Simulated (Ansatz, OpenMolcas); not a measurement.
## A ladder of methods for CH4OSi (SMILES CO[SiH])

CH4OSi: 7 atoms, total charge 0, spin state singlet. SMILES: `CO[SiH]`. The coordinates come from a PBE0-D4/def2-TZVP relaxation. This is one conformer, not always the lowest.

```xyz
7

C    -0.5124    0.4855   -0.3385
O    -0.4432   -0.4465    0.7176
Si    0.7969   -1.3873    1.2299
H    -1.2964    0.1808   -1.0355
H     0.4438    0.5475   -0.8687
H    -0.7693    1.4675    0.0654
H     1.8417   -0.9156    0.1841
```

Each level gives the energy change with the C1–H5 bond stretched from 1.095 to 1.643 Å (eV). The values are calculated.

| level | kind | program | value (eV) | CPU time (all runs) |
| --- | --- | --- | --- | --- |
| HF/aug-cc-pVDZ (unrestricted) | Hartree–Fock | OpenMolcas | 2.26 | 40 s |
| SVWN5/aug-cc-pVDZ (restricted) | LDA | Ansatz | 1.72 | 13 s |
| PBE/aug-cc-pVDZ (restricted) | GGA | OpenMolcas | 1.74 | 2 min |
| r2SCAN/aug-cc-pVDZ (restricted) | meta-GGA | OpenMolcas | 1.87 | 2.9 min |
| B3LYP/aug-cc-pVDZ (restricted) | global hybrid | Ansatz | 1.88 | 20 s |
| PBE0/aug-cc-pVDZ (restricted) | global hybrid | OpenMolcas | 1.94 | 1.9 min |
| wB97M-V/aug-cc-pVDZ (restricted) | range-separated hybrid | Ansatz | 1.96 | 2.3 min |
| PBE-QIDH/aug-cc-pVDZ (restricted) | double hybrid | Ansatz | 2.05 | 28 s |
| RPA@PBE0/aug-cc-pVDZ (restricted) | RPA | Ansatz | 1.86 | 34 s |

The first shape isn't each level's own minimum. The values span 1.72 to 2.26 eV. Spin contamination of the reference (⟨S²⟩ at least 0.1 too high) touches HF/aug-cc-pVDZ (up to 0.13 too high). CPU times are rough (shared hosts, several kinds of processor and program).
